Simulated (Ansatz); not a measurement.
Results of LC-ωPBE (plane waves, PAW; Ansatz, an electronic-structure program) for hcp Zr.

Settings: plane-wave cutoff 460 eV, 9×9×6 k mesh (along the axes of the cell as run), Fermi–Dirac smearing 0.05 eV, scalar-relativistic PAW data made under PBE.

Computed at the level's own relaxed cell.

Q: Predict the lattice constant a and c axis length.

A: 
- lattice constant a: 3.267 Å
- c axis length: 5.109 Å

Measured, for comparison: lattice constant a 3.232 Å, lattice parameter c 5.148 Å (293 K, no zero-point or thermal correction; as tabulated in Wikipedia's data pages). Computed (rounded) less measured: lattice constant a +1.1 %, lattice parameter c -0.8 %. A static lattice is as a rule a little smaller and stiffer than an uncorrected measurement, which narrows the difference in the lattice parameter c and would widen misses of the other sign.

The computed numbers hold no vibrational or temperature effects.

Cost on a shared machine: roughly 30 core-minutes.
